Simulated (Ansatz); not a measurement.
System: hcp Be. Method: r²SCAN-D4 in Ansatz (plane waves, PAW).

Excerpt of the program's output:

```
Relaxation: its limit of steps is 80 (relax.max_steps)
Crystal: 2 atoms, lattice volume = 16.338 Å³
Basis set: ecut = 560 eV, 511 PW (Γ), exchange–correlation on 54×54×90 points (27 copies of the dense FFT grid, shifted against one another)
Bands: 6, of which v1, the nominal top of the filled ones, is band 2 counted from 1 (1 counted from 0)
Symmetry: 24 space group operations
Space group: P63/mmc (ITA 194), of the structure as read, at distance tolerance 2.5e-5 Å
k-points: 819 of 14400
Functional: x = r2scan, c = r2scan; τ floored in thin density (d = 2e-4 eV/Å³)
SCF iter   1: F=—  HF=-186.744137 eV  |F-HF|=—  |Δ(HF+E_count)|=         —  Δρ=3.58e-3  dr2=1.58e-3  dr2_τ=5.37e-2
SCF iter   2: F=—  HF=-186.756007 eV  |F-HF|=—  |Δ(HF+E_count)|=   1.19e-2  Δρ=3.41e-3  dr2=1.49e-3  dr2_τ=5.00e-6
  ...
SCF 1 converged in 6 iterations: F = -186.755835 eV  dr2 = 3.25e-8
Crystal: 2 atoms, lattice volume = 16.338 Å³
Initial density: handed on by an earlier stage of this run
SCF 2 converged in 3 iterations: F = -186.755868 eV  dr2 = 1.79e-10
Crystal: 2 atoms, lattice volume = 16.338 Å³
SCF iter   2: F=—  HF=-186.755868 eV  |F-HF|=—  |Δ(HF+E_count)|=  8.15e-11  Δρ=8.25e-7  dr2=4.74e-11  dr2_τ=2.22e-13
SCF iter   3: F=-186.755868 eV  HF=-186.755868 eV  |F-HF|=2.56e-13  |Δ(HF+E_count)|=  4.24e-11  Δρ=2.52e-8  dr2=6.49e-14  dr2_τ=4.18e-15
SCF 3 converged in 3 iterations: F = -186.755868 eV  dr2 = 6.49e-14
SCF converged after 3 iterations
Free energy (F): -186.755868 eV
Internal energy: -186.755163 eV  (E = F + TS)
E sigma→0 (E₀):  -186.755516 eV
Fermi energy:    7.925956 eV
--- Forces (eV/Å), atoms counted from 1 ---
  atom   1  Be    -0.00000000     0.00000000    -0.00000000
  atom   2  Be    -0.00000000     0.00000000     0.00000000
--- Stress (GPa, compression-positive) ---
       -4.625713      -0.000000       0.000000
       -0.000000      -4.625713       0.000000
        0.000000       0.000000      -4.598103
  P = ⅓ Tr σ = -4.6165 GPa (-46.165 kbar)
```

Write an input file that could have produced this run (the log leaves some choices open).

Several could match; the one computed here: 
Ansatz 0.2 input:
```yaml
crystal:
  lattice:
    - [1.1439830235, -1.9814367196, 0.0]
    - [1.1439830235, 1.9814367196, 0.0]
    - [0.0, 0.0, 3.6038025305]
  atoms:
    - { symbol: Be, position: [0.3333333333, 0.6666666667, 0.25] }
    - { symbol: Be, position: [0.6666666667, 0.3333333333, 0.75] }
basis:
  ecutwfc: 560
  ecutrho_ratio: 4
  xc_grid: 3
kpoints:
  mp_grid: { grid: [30, 30, 16] }
hamiltonian:
  xc: r2scan
  dispersion: d4
  pseudopotentials: { kind: paw }
scf:
  occupations: { method: fermi_dirac, width: 0.05 }
output:
  forces: true
  stress: true
  eigenvalues: true
relax:
  f_tol: 0.004
  escape_saddle: false
  max_steps: 80
  cell: { stress_tol: 0.02, fix: [volume] }
```

The cell is one volume of an energy–volume scan, off the minimum.

The PAW data were made under PBE.

Ansatz is a first-principles code.
